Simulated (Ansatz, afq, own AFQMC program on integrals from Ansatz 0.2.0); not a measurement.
AFQMC on a folder of integrals that Ansatz 0.2.0 wrote.

```yaml
crystal:
  periodic: [false, false, false]
  atoms:
    - {symbol: O, position_ang: [0.080756, -0.003516, 0.000000]}
    - {symbol: H, position_ang: [-0.415453, 1.399671, 0.000003]}
    - {symbol: H, position_ang: [-0.433204, -0.671934, 1.323838]}
    - {symbol: H, position_ang: [-0.433205, -0.671929, -1.323840]}
basis:
  gaussian: {orbitals: "6-31++G**"}
total_charge: -1
magnetization: {spin_polarized: false, initial_magnetization: 2}
correlation: {method: ccsd_t, electrons: outside_noble_gas, hamiltonian_folder: ham}
```

```sh
$ ansatz run in.yaml --threads 1 --pin off --events-out ev --progress --plain --max-ram 1382MiB
```

afq runs on the folder ham with

```
--method phaseless --trial cisd --walkers 60 --populations 1 --least-time 40 --time-step 0.005 --steps-per-block 50 --equilibration-blocks 40 --max-blocks 300 --target-error 0.00076 --factor-cut 1e-05 --start spin_pure --seed 4796 --release-times 0.24,0.51,0.99,1.62,2.4 --release-step 0.03 --release-every 4 --taylor-order 6
```

Times are imaginary, in 1/Eh. The walk had a cap of 1086 s.

Output of the walk:

```
orbitals 36  electrons 6 4  factors 256 of 341
reference energy -76.28024904 Eh
CCSD correlation -0.27081494 Eh in 18 cycles, weight of the determinant in the CISD state 0.8104
energy of the start -76.551064 Eh
 block  time / (1/Eh)  mean weight  energy / Eh
     1     0.250  0.9960  -76.548181
     2     0.500  1.0011  -76.555930
     3     0.750  1.0020  -76.556355
     4     1.000  1.0026  -76.553269
     5     1.250  1.0007  -76.561001
    10     2.500  1.0005  -76.556101
    41    10.250  1.0002  -76.545197
    49    12.250  0.9951  -76.558527
    89    22.250  0.9999  -76.557936
   129    32.250  1.0003  -76.551713
   161    40.250  1.0010  -76.632579
   169    42.250  0.9991  -76.556913
   209    52.250  1.0016  -76.562829
   249    62.250  0.9992  -76.580626
   289    72.250  1.0000  -76.557054
   329    82.250  1.0019  -76.556879
   337    84.250  1.0002  -76.588584
blocks merged  error / Eh  count
     1  0.000875  300
     2  0.001002  150
     4  0.001141  75
     8  0.001227  37
    16  0.001255  18
    32  0.001184  9
released: time / (1/Eh)  energy / Eh  error  mean overlap
  0.24  -76.563020  0.001537  1.0026
  0.51  -76.564562  0.001537  1.0013
  0.99  -76.564491  0.001633  0.9998
  1.62  -76.564910  0.001692  1.0008
  2.40  -76.566153  0.001637  0.9846
energy -76.564613 +/- 0.001255 Eh
(rows thinned)
```

The run passed its tests (sampling time, drift between the halves within three errors, error under three times the target), which doesn't prove that it has relaxed.

Against this walk (error 34.2 meV) on the same determinant: CCSD(T) 56.1 meV higher (within the noise), CCSDT(Q) 21.6 meV lower (within the noise). The error is statistical and leaves out the bias of the constraint. None of these is a sure reference here. Released to 2.40 1/Eh the energy moves by -42 ± 56 meV (both errors), within twice the noise.

Cautions: constraint bias not in the error; error above the target (34.2 against 20.7 meV); lower spins were not checked; higher spins were not checked; a spin-contaminated unrestricted determinant lies lower (UHF 592 meV lower, ⟨S²⟩ 2.55); strong correlation (T1 0.062, weight of the determinant 0.81, largest double 0.08); the bias of populations of 60 walkers isn't removed.

The walk took 5.2 min on 1 thread of Arm Neoverse V2, on a shared host. The log's last line is the phaseless energy.

CCSDT and higher add their correlation energy to the determinant of the CCSD(T) run, since their own runs factorise the integrals more tightly (a shift of under 2 meV). A walk keeps the symmetry of its determinant, which the program's search chose and which needn't be the lowest solution, so a lower state of the same spin and another symmetry isn't excluded.
